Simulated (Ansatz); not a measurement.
**What a trial cell of Br relaxes into**

Level of theory: DFT r2SCAN, scalar-relativistic, plane waves, PAW (Ansatz). Cutoff 500 eV, Γ-centred k mesh, Gaussian smearing, no spin polarisation in the final step.

Br was placed on the alpha-boron structure type (R-3m, No. 166), at a guessed volume.

```
Br
1.0
     4.09126    2.36209    6.97724
    -4.09126    2.36209    6.97724
     0.00000   -4.72417    6.97724
Br
12
Cartesian
  -2.6324 1.5198 4.7026
  0.0000 -3.0396 4.7026
  2.6324 1.5198 4.7026
  2.6324 -1.5198 16.2291
  -2.6324 -1.5198 16.2291
  0.0000 3.0396 16.2291
  -1.6750 0.9671 7.4863
  0.0000 -1.9342 7.4863
  1.6750 0.9671 7.4863
  1.6750 -0.9671 13.4454
  -1.6750 -0.9671 13.4454
  0.0000 1.9342 13.4454
```

Cell and atoms relax at zero pressure; the relaxation can't lower the symmetry of the start. After a coarse first stage the cell is made exact in the group found at 0.06 Å.

Energies count from the standard state of Br at the same level.

Question: Which crystal results?

Answer: It keeps R-3m (No. 166), but not the shape of the type it started on. Conventional cell: a = 7.919 Å, c = 26.055 Å. Br on Wyckoff site h (6 atoms of the primitive cell) has 1 Br at 2.32 Å; around Br on Wyckoff site h (6 atoms of the primitive cell) lie 4 Br at 2.88–2.93 Å and 1 Br at 3.17 Å.

Space group R-3m:H (No. 166). a = 7.919 Å, b = 7.919 Å, c = 26.055 Å, α = 90.00°, β = 90.00°, γ = 120.00°
| atom | site | symmetry | x | y | z |
| --- | --- | --- | --- | --- | --- |
| Br | 18h | .m | 0.1731 | 0.8269 | 0.8776 |
| Br | 18h | .m | 0.2099 | 0.7901 | 0.9979 |

Question: What are its volume, energy, density and gap?

Answer: The volume per atom is 39.31 Å³, the density is 3.38 g/cm³ and the energy over the standard structure is 0.20 eV/atom. The gap on the 6×6×6 mesh is 0 eV (a metal).

The final run used a 6×6×6 mesh on its 12-atom cell and 0.10 eV smearing. The k mesh leaves about 4 meV/atom of noise in metals. Symmetry constrained the relaxation, so the result can be a saddle point.